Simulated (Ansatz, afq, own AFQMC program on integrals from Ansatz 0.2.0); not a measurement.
Al2H2, quintet: AFQMC among the cluster methods

```xyz
4

Al    0.0000    0.0000    1.1500
Al    0.0000    0.0000   -1.1500
H     0.0000    0.0000    2.7245
H     0.0000    0.0000   -2.7245
```

Connectivity, by distances: AlH–AlH.

Basis 6-31G. Noble-gas cores (and the filled d shells of Ga–Kr and In–Xe) are frozen. AFQMC by an in-house program on the Cholesky factors that Ansatz 0.2.0 writes for its CCSD(T) run. ph-AFQMC/CISD is guided by a CISD state made of CCSD amplitudes; releasing the constraint for a short imaginary time cuts its bias at the price of noise, slowly where states lie close. ± is one standard error of the sampling.

Determinant: UHF, the one that the program's search chose, which needn't be the lowest solution. The geometry is a PBE0/def2-TZVP stationary point of this or a neighbouring charge and spin state.

Full CI on the same integrals is exact in this basis and with this determinant's frozen core.

Cautions: another spin lies lower (by 4.65 eV); strong correlation (T1 0.051, weight of the determinant 0.85, largest double 0.11); the released energies are still falling, so no released level is given (meV from the phaseless value at times in 1/Eh: -4.4 ± 2.4 at 0.24, -10.6 ± 1.8 at 0.51, -15.7 ± 1.7 at 0.99, -23.0 ± 1.9 at 1.62, -56 ± 30 at 2.40).

* T1 diagnostic: 0.0513
* weight of the determinant in the CISD state: 0.846
* ⟨S²⟩ of the determinant: 6.020
* size of the correlated space: 8 electrons in 20 orbitals

Reference: full CI, correlation energy -2.465 eV.

```
        level  E − E(reference) (kJ/mol)  share of correlation (%)
           HF                      237.8                      0.00
          MP2                       95.9                     59.68
         CCSD                       13.3                     94.42
      CCSD(T)                        4.5                     98.10
        CCSDT                        0.6                     99.74
     CCSDT(Q)                        0.0                     99.98
       CCSDTQ                        0.0                     99.99
  ph-AFQMC/HF                 22.6 ± 1.6                     90.50
ph-AFQMC/CISD                  4.2 ± 0.3                     98.21
```

CCSDT and higher add their correlation energy to the determinant of the CCSD(T) run, since their own runs factorise the integrals more tightly (a shift of under 2 meV). A walk keeps the symmetry of its determinant, which the program's search chose and which needn't be the lowest solution, so a lower state of the same spin and another symmetry isn't excluded.
